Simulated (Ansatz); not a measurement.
```yaml
crystal:
  periodic: [false, false, false]
  atoms:
    - {symbol: Al, position_ang: [0.000000, 0.000000, -2.347624]}
    - {symbol: Si, position_ang: [0.000000, 0.000000, 0.057582]}
    - {symbol: Si, position_ang: [0.000000, 0.000000, 2.290041]}
basis:
  gaussian: {orbitals: def2-TZVP}
magnetization: {spin_polarized: true, initial_magnetization: 3}
hamiltonian: {xc: pbe0}
relax: {f_tol: 0.004, max_steps: 80}
```

```sh
$ ansatz run in.yaml --threads 1 --pin off --events-out ev --progress --plain --max-ram 2176MiB
```

Steps of the relaxation (energy above the last step; positions in Å, forces in eV/Å):

```
3
step 1, 123.8 meV
Al    0.000    0.000   -2.348    0.044    0.000   -0.604
Si    0.000    0.000    0.058   -0.091    0.000   -0.244
Si    0.000    0.000    2.290    0.047    0.000    0.848
```

```
3
step 2, 30.8 meV
Al    0.013    0.000   -2.410    0.008    0.000   -0.457
Si   -0.027    0.000    0.063   -0.020    0.000   -0.151
Si    0.014    0.000    2.347    0.012    0.000    0.608
```

```
3
step 3, 92.7 meV
Al    0.014    0.000   -2.605   -0.011    0.000    0.703
Si   -0.028    0.000    0.092    0.024    0.000    0.038
Si    0.014    0.000    2.513   -0.013    0.000   -0.742
```

```
3
step 5, 0.1 meV
Al    0.013    0.000   -2.475   -0.001    0.000    0.011
Si   -0.027    0.000    0.066    0.002    0.000    0.026
Si    0.014    0.000    2.409   -0.001    0.000   -0.037
```

```
3
step 7, 0.0 meV
Al    0.011    0.000   -2.473    0.000    0.000    0.001
Si   -0.022    0.000    0.067    0.001    0.000    0.001
Si    0.011    0.000    2.406    0.000    0.000   -0.002
```

Close pairs at the end: Si2–Si3 2.339 Å, Al1–Si2 2.540 Å.

A stationary point of unrestricted PBE0 after 7 steps, with ⟨S²⟩ = 3.771 against 3.75 for a pure state; no frequencies were run, so it isn't proven a minimum. 5.9 min on 1 thread of Intel Xeon Platinum 8259CL, shared host.
